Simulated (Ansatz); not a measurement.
# SiN+ (triplet): B3LYP, wB97M-V over a scan of the distance Si1–N2, cc-pVDZ

Aim: run SiN+ (triplet) with these functionals over a scan of the distance Si1–N2, and hold them against the top wave-function level at the same points.

Program: Ansatz 0.2.0, Gaussian basis. Level of theory: cc-pVDZ, all electrons in the functionals. These are calculated values, not measurements.

The runs, in order: B3LYP, wB97M-V, at 1.417 Å; 1.636 Å; 1.785 Å; 2.006 Å; 2.177 Å; 2.506 Å; 2.851 Å; 3.251 Å; 3.979 Å; 4.918 Å; 6.183 Å.

1 further run of the same task is left out (for a known fault of the program). Runs told in other sessions of the task aren't counted.

### Step 1. The geometry

The geometry derives from a PBE0/def2-TZVP stationary point (not a proven minimum). One bond is set to the value named and the two fragments are kept rigid.

2 atoms, charge 1, spin multiplicity 3.

Atoms are counted from 1 here; the program's logs count them from 0.

Bond lengths: Si1–N2 1.785 Å.

No dispersion term is added; wB97M-V holds VV10 nonlocal correlation. B3LYP takes the VWN-RPA correlation.

The geometry shown and the zero of energy belong to the point 1.785 Å. The yardstick, FCI, and other wave-function levels (R restricted, U unrestricted, valence and pair active spaces) come from earlier runs.

### Step 2. B3LYP, 1.417 Å

File in.yaml:

```yaml
crystal:
  periodic: [false, false, false]
  atoms:
    - {symbol: Si, position_ang: [0.000000, 0.000000, 0.000000]}
    - {symbol: N, position_ang: [0.000000, 0.000000, 1.417000]}
basis:
  gaussian: {orbitals: cc-pVDZ}
total_charge: 1
magnetization: {spin_polarized: true, initial_magnetization: 2}
hamiltonian: {xc: {name: B3LYP}}
```

Launch:

```bash
$ ansatz run in.yaml --threads 1 --pin off --events-out ev --progress --plain --max-ram 4096MiB --backend cpu
```

Further steps of the session: B3LYP, 1.636 Å; B3LYP, 1.785 Å; B3LYP, 2.006 Å; B3LYP, 2.177 Å; B3LYP, 2.506 Å; B3LYP, 2.851 Å; B3LYP, 3.251 Å; B3LYP, 3.979 Å; B3LYP, 4.918 Å; B3LYP, 6.183 Å; wB97M-V, 1.417 Å; wB97M-V, 1.636 Å; wB97M-V, 1.785 Å; wB97M-V, 2.006 Å; wB97M-V, 2.177 Å; wB97M-V, 2.506 Å; wB97M-V, 2.851 Å; wB97M-V, 3.251 Å; wB97M-V, 3.979 Å; wB97M-V, 4.918 Å; wB97M-V, 6.183 Å.

Q: Predict the results of all the runs planned. Wanted: span of the FCI curve; largest miss, B3LYP; largest miss, wB97M-V.

**Answer**, as computed:

```
             quantity                     value
span of the FCI curve             51.9 kcal/mol
  largest miss, B3LYP  +16.5 kcal/mol (6.183 Å)
largest miss, wB97M-V  +18.1 kcal/mol (6.183 Å)
```

**Reading.** Of the functionals, B3LYP keep the smallest largest miss at the points compared (at most 16.5 kcal/mol) and wB97M-V strays most (18.1 kcal/mol, at 6.183 Å). B3LYP, wB97M-V clearly break the spin symmetry at some points (⟨S²⟩ up to 1.01 above the pure value), so energy there is bought with a mixed spin. Functionals and the yardstick converge differently with the basis, so part of each miss in cc-pVDZ is the basis.
